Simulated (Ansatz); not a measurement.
**Boltzmann transport of Zn$_{3}$AsN at constant τ**

Level of theory: DFT PBE, scalar-relativistic, plane waves, PAW in Ansatz. Plane waves to 420 eV; Γ-centred k mesh 8×8×8; Fermi-Dirac smearing of 0.15 eV. No spin polarisation.

Equilibrium structure at this level:
```
CELL_PARAMETERS angstrom
4.17341 0.00000 0.00000
0.00000 4.17341 0.00000
0.00000 0.00000 4.17341
ATOMIC_POSITIONS crystal
Zn 0.00000 0.50000 0.50000
Zn 0.50000 0.00000 0.50000
Zn 0.50000 0.50000 0.00000
As 0.00000 0.00000 0.00000
N 0.50000 0.50000 0.50000
```

The cell was built by swapping an element in a database structure (itself possibly hypothetical) and relaxing; it need not be the stable form of this composition. In a metal these results depend on the k mesh and the smearing. A semilocal functional can close a gap that the real compound has.

Constant relaxation time and rigid bands. The levels are interpolated over the whole zone and filled by a Fermi function at the stated temperature, with the chemical potential set by the electron count. Seebeck coefficients of a few μV/K are small differences and uncertain even in sign.

Problem. Give the Drude plasma energies, the density of states at the chemical potential and σ/τ at 300 K.

Solution.
| Item | Value |
| --- | --- |
| Plasma energy xx, yy, zz | 2.09, 2.09, 2.09 eV |
| Density of states (thermally broadened) | 0.52 states/eV/cell |
| Conductivity over τ, xx, yy, zz | 0.9, 0.9, 0.9 ×10²⁰ (Ω·m·s)⁻¹ |

Problem. And the Seebeck coefficient (μV/K)?

Solution.
| T (K) | Sxx | Syy | Szz |
| --- | --- | --- | --- |
| 300 | 27.9 | 27.9 | 27.9 |
| 600 | 36.8 | 36.8 | 36.8 |
| 900 | 35.4 | 35.4 | 35.4 |